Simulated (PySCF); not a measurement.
**HON⁺, doublet in 6-31G: errors against RCCSDT**

Geometry: that of the HON, triplet, kept fixed.

```csv
atom,x (Å),y (Å),z (Å)
N,0.0000,-0.0590,0.7269
O,0.0000,0.1003,-0.5734
H,0.0000,-0.7728,-0.9996
```

Basis 6-31G; PySCF 2.14.0. Correlated methods freeze the noble-gas cores, which leaves 11 electrons in 18 orbitals. R marks a restricted (for open shells ROHF) determinant, U an unrestricted one.

Full CI isn't at hand for all of this; RCCSDT serves as the reference. It lacks quadruple excitations, which often exceed the step from CCSD(T) to CCSDT. The frozen core follows each run's orbitals, which can shift R against U totals by a few meV.

Unrestricted rows (U) aren't spin-pure: their determinants' ⟨S²⟩ exceeds S(S+1) by up to 0.54, so they mix in states of higher spin.

The UHF ⟨S²⟩ is 1.286. The T1 diagnostic (ROHF- or RHF-based CCSD) is 0.0446, the largest doubles amplitude (ROHF- or RHF-based CCSD) is 0.142 and the T1 diagnostic (UCCSD) is 0.0884.

Question: From what is known of these methods and the diagnostics, rank them by the size of their error in total energy against RCCSDT in 6-31G, smallest first (an estimate: the text doesn't fix the numbers).
A. RMP2
B. UCCSD(T)
C. RCCSD
D. RCCSD(T)
E. UCCSD

Answer: D (2.2 kJ/mol), B (9.0 kJ/mol), E (26.9 kJ/mol), C (32.7 kJ/mol), A (53.5 kJ/mol).

All errors are against RCCSDT in 6-31G. Within each family the higher level lies nearer, as is usual though not guaranteed.
